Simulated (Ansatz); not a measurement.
**CH₅AlO: basis-set convergence**

The task here is to estimate one member of a computed series from the others.

Program: Ansatz 0.2.0, Gaussian basis. Level of theory: one geometry, several basis sets. These are calculated values, not measurements.

The runs, in order: PBE0-D4/def2-SVP; ωB97M-V/def2-SVP; PBE0-D4/def2-QZVPP; ωB97M-V/def2-QZVPP; CCSD(T)/cc-pV(D+d)Z; CCSD(T)/cc-pV(T+d)Z; CCSD(T)/cc-pV(Q+d)Z; the functionals' def2-TZVPP values are taken from earlier runs.

### The geometry

All runs share one geometry, relaxed beforehand with PBE0-D4 in a triple-zeta def2 set.

8 atoms, charge 0, spin multiplicity 1.

Atoms are counted from 1 here; the program's logs count them from 0.

Bond lengths: C1–Al2 1.941 Å, C1–H4 1.095 Å, C1–H5 1.092 Å, C1–H6 1.095 Å, Al2–O3 1.701 Å, Al2–H7 1.589 Å, O3–H8 0.956 Å. Angles: Al2–C1–H4 111.0°, Al2–C1–H5 111.9°, Al2–C1–H6 111.2°, H4–C1–H5 107.9°, H4–C1–H6 106.4°, H5–C1–H6 108.2°, C1–Al2–O3 117.6°, C1–Al2–H7 124.2°, O3–Al2–H7 118.2°, Al2–O3–H8 122.5°.

The first run:

The input, in.yaml:

```yaml
crystal:
  periodic: [false, false, false]
  atoms:
    - {symbol: C, position_ang: [-0.777886, 0.982158, -0.070932]}
    - {symbol: Al, position_ang: [0.579722, -0.394157, -0.239890]}
    - {symbol: O, position_ang: [0.544632, -1.676399, 0.876832]}
    - {symbol: H, position_ang: [-0.325105, 1.954535, 0.149280]}
    - {symbol: H, position_ang: [-1.491448, 0.755378, 0.724306]}
    - {symbol: H, position_ang: [-1.335670, 1.104960, -1.004782]}
    - {symbol: H, position_ang: [1.716753, -0.394544, -1.350160]}
    - {symbol: H, position_ang: [1.181201, -2.389131, 0.859547]}
basis:
  gaussian: {orbitals: def2-SVP}
hamiltonian: {xc: pbe0, dispersion: d4}
output: {orbitals: {seedname: orbitals}}
```

Run with:

```
ansatz run in.yaml --threads 2 --pin off --events-out ev --progress --plain --max-ram 32768MiB --backend cpu
```

Steps of the session up to this table: PBE0-D4 in def2-SVP; ωB97M-V in def2-SVP; PBE0-D4 in def2-QZVPP; ωB97M-V in def2-QZVPP.

One of the session's tables, all rows but one given; the rest of the session is left out.

| functional | basis | HOMO (eV) |
| --- | --- | --- |
| PBE0-D4 | def2-SVP | -7.89 |
| PBE0-D4 | def2-TZVPP | -7.97 |
| PBE0-D4 | def2-QZVPP | -7.99 |
| ωB97M-V | def2-SVP | -10.09 |
| ωB97M-V | def2-TZVPP | -10.21 |
| ωB97M-V | def2-QZVPP | ? |

Q: Estimate the row for ωB97M-V, def2-QZVPP from the others.

**Answer.** HOMO (eV): -10.23. In the column «HOMO (eV)» it is the lowest.
